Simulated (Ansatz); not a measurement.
How the smallest direct gap on the k points sampled of rock-salt BaO moves with the method

No measured value is used here.

Put these levels in order of the smallest direct gap on the k points sampled that they give for rock-salt BaO, smallest first: G0W0@PBE (Ansatz, an electronic-structure program), HSE06+SOC (Ansatz), Hartree–Fock (Ansatz), LDA+SOC (Ansatz), RPBE (Ansatz).

LDA+SOC (1.86 eV), RPBE (2.16 eV), HSE06+SOC (3.27 eV), G0W0@PBE (3.63 eV), Hartree–Fock (10.66 eV)

Computed values are for a static lattice. Levels without +SOC have no spin–orbit coupling; where heavier elements are present it shifts gaps, mostly down, and can invert bands.  Values are at the measured cell. Cutoffs and k meshes differ between the levels. Ansatz's density-functional and Hartree–Fock values are scalar-relativistic unless marked +SOC, with PAW data made under PBE.
